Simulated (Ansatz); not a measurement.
I need a rigid scan of one bond length of H4S2Si, SMILES [SiH3]SS. Use Ansatz's Python interface. Use (for the species named): B3LYP, cc-pVDZ basis, multiplicity 1.

```yaml
atoms:
  - { symbol: Si, position_ang: [-0.8069, 0.4865, -0.1725] }
  - { symbol: S, position_ang: [0.3846, -0.1325, 1.4383] }
  - { symbol: S, position_ang: [1.3923, -1.6181, 0.4648] }
  - { symbol: H, position_ang: [-1.6648, -0.5668, -0.6295] }
  - { symbol: H, position_ang: [0.0134, 0.9575, -1.3289] }
  - { symbol: H, position_ang: [-1.6815, 1.6938, 0.2700] }
  - { symbol: H, position_ang: [2.4242, -0.8884, -0.0878] }
```

The script, `scan.py`:
```python
"""Stretching a bond of H4S2Si, the rest held rigid."""

import ansatz as az
import numpy as np

GEOMETRY = """
Si   -0.80690    0.48650   -0.17250
S     0.38460   -0.13250    1.43830
S     1.39230   -1.61810    0.46480
H    -1.66480   -0.56680   -0.62950
H     0.01340    0.95750   -1.32890
H    -1.68150    1.69380    0.27000
H     2.42420   -0.88840   -0.08780
"""

system = az.Crystal.molecule()
for line in GEOMETRY.strip().splitlines():
    symbol, *xyz = line.split()
    system = system.atom(symbol, [float(v) for v in xyz])

symbols = [site.symbol for site in system.cartesian_sites]
start = np.array([site.position_ang for site in system.cartesian_sites])
axis = (start[2] - start[1]) / np.linalg.norm(start[2] - start[1])
moving = [2, 6]
lengths, energies = [1.797, 1.879, 1.96, 2.042, 2.124, 2.205, 2.287, 2.41], []
for length in lengths:
    xyz = start.copy()
    xyz[moving] += (length - np.linalg.norm(start[2] - start[1])) * axis
    point = az.Crystal.molecule()
    for symbol, xyz in zip(symbols, xyz):
        point = point.atom(symbol, xyz.tolist())
    calculation = point.calculation().basis(gaussian="cc-pVDZ").functional("b3lyp")
    report = calculation.run(threads=1, pin="off").report
    energies.append(report["free_energy_ev"])
    print(f"r = {length:6.3f} A  E = {energies[-1]:.5f} eV  <S^2> = {abs(report['mean_field']['state']['spin_squared']):.3f}")

# quartic fit about the minimum
fit = np.polynomial.Polynomial.fit(lengths, np.array(energies) - min(energies), 4).convert()
roots = [r.real for r in fit.deriv().roots() if abs(r.imag) < 1e-9 and fit.deriv(2)(r.real) > 0]
r_e = min(roots, key=lambda r: abs(r - lengths[int(np.argmin(energies))]))
print(f"minimum of the fit at {r_e:.4f} A, force constant {fit.deriv(2)(r_e):.2f} eV/A^2")
```

```console
$ python scan.py
r =  1.797 A  E = -29613.99768 eV  <S^2> = 0.000
r =  1.879 A  E = -29614.68083 eV  <S^2> = 0.000
r =  1.960 A  E = -29615.07506 eV  <S^2> = 0.000
r =  2.042 A  E = -29615.27346 eV  <S^2> = 0.000
r =  2.124 A  E = -29615.32978 eV  <S^2> = 0.000
r =  2.205 A  E = -29615.28829 eV  <S^2> = 0.000
r =  2.287 A  E = -29615.17893 eV  <S^2> = 0.000
r =  2.410 A  E = -29614.93593 eV  <S^2> = 0.000
minimum of the fit at 2.1232 A, force constant 14.32 eV/A^2
```

Caveats:
- Total energies depend on the basis set; only differences at equal settings carry meaning.
- The rest of the molecule is held rigid at a force-field or estimated start geometry, and the basis set is modest; single-reference methods fail as a bond breaks.
- b3lyp holds the VWN-RPA fit, as in Gaussian; the form of ORCA and Turbomole is b3lyp5.
- The orbitals are restricted, so S² is zero by construction.
- It ran for 21 s on 1 thread of Arm Neoverse V2 (shared host), peak memory 0.21 GiB.

(Lines on the test bed's own set-up are left out of the output.)
